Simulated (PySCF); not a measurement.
State search for AlN

Unrestricted PBE0; Al def2-TZVPP, N def2-TZVPP; no relativity (PySCF 2.14). Outer shells of the fragments: Al 3s2 3p1; N 2s2 2p3.

Followed along the bond (rough minima from three points):

```json
{"2Ms+1": "3", "unpaired": "σ ↑, π ↑", "⟨S²⟩ at the start": "2.03", "R at minimum (Å)": "1.79", "Te (eV)": "0.00"}
{"2Ms+1": "3", "unpaired": "π ↑↑", "⟨S²⟩ at the start": "2.01", "R at minimum (Å)": "1.93", "Te (eV)": "0.01"}
{"2Ms+1": "1", "unpaired": "σ ↓, π ↑", "⟨S²⟩ at the start": "1.02", "R at minimum (Å)": "1.77", "Te (eV)": "0.30"}
{"2Ms+1": "1", "unpaired": "π ↑↓", "⟨S²⟩ at the start": "1.00", "R at minimum (Å)": "1.93", "Te (eV)": "0.51"}
{"2Ms+1": "1", "unpaired": "none", "⟨S²⟩ at the start": "0.59", "R at minimum (Å)": "1.65", "Te (eV)": "1.08"}
```

Solutions found at the starting distance of 1.850 Å, counted from the lowest of them; the search is not exhaustive and high or unbound solutions are not listed, so other states can lie among these:

```csv
2Ms+1,unpaired,term,E (eV),⟨S²⟩,⟨Lz²⟩,μ (D)
3,"σ ↑, π ↑",³Π,0.00,2.03,1.01,-2.72
3,π ↑↑,³Σ⁻,0.02,2.01,0.00,-1.11
1,"σ ↓, π ↑",mixed,0.34,1.02,1.02,-3.24
1,π ↑↓,mixed,0.52,1.00,2.01,-1.06
1,none,mixed,1.54,0.59,0.00,-4.90
1,none,mixed,2.07,0.00,2.00,-0.90
5,"σ ↑, π ↑↑↑",⁵Π,2.33,6.01,1.00,-0.79
3,σ ↑↑,³Σ⁺,2.75,2.06,0.00,-4.87
3,"σ ↓, π ↑↑↑",mixed,3.22,3.02,1.01,-0.59
3,π ↑↑,mixed,3.57,2.43,2.01,-2.63
```

A term symbol is given only where ⟨S²⟩ and ⟨Lz²⟩ are close to those of a pure state; real π, δ and φ orbitals otherwise mix terms. A positive dipole means Al(−)N(+).
